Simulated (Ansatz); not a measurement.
Relaxing Sb₂Pt

These are results of DFT r2SCAN, scalar-relativistic, plane waves, PAW (Ansatz), not measurements. Cutoff 500 eV, Γ-centred k mesh, Gaussian smearing, no spin polarisation in the final step.

The start puts Sb₂Pt on the fluorite structure type (Fm-3m, No. 225), with Pt in place of Ca, Sb in place of F, at a guessed volume.

```
Sb Pt
1.0
     0.00000    3.20967    3.20967
     3.20967    0.00000    3.20967
     3.20967    3.20967    0.00000
Sb Pt
2 1
Direct
  0.25000 0.25000 0.25000
  0.75000 0.75000 0.75000
  0.00000 0.00000 0.00000
```

Cell and atoms relax at zero pressure; the relaxation can't lower the symmetry of the start. After a coarse first stage the cell is made exact in the group found at 0.06 Å.

Energies over the elements count from the elements' standard structures at the same level, with no empirical corrections.

Question: Describe the relaxed structure.

Answer: It keeps Fm-3m (No. 225). The result has the fluorite structure. Conventional cell: a = 6.598 Å. Around Sb lie 4 Pt at 2.86 Å and 6 Sb at 3.30 Å; Pt has 8 Sb at 2.86 Å.

```
Sb Pt
1.0
     0.00000    3.29904    3.29904
     3.29904    0.00000    3.29904
     3.29904    3.29904    0.00000
Sb Pt
2 1
Direct
  0.25000 0.25000 0.25000
  0.75000 0.75000 0.75000
  0.00000 0.00000 0.00000
```

Question: What are its volume, energy, density and gap?

Answer: The volume per atom is 23.94 Å³, the density is 10.14 g/cm³ and the energy over the elements is -0.23 eV/atom. The gap on the 12×12×12 mesh is 0 eV (a metal).

The final run used a 12×12×12 mesh on its 3-atom cell and 0.10 eV smearing. The k mesh leaves about 4 meV/atom of noise in metals. Spin–orbit coupling is left out. A structure relaxed within its symmetry needn't be a true minimum.

Cost: 3 runs of about 1.3 core-minutes in all, on Arm Neoverse V2 (shared hosts).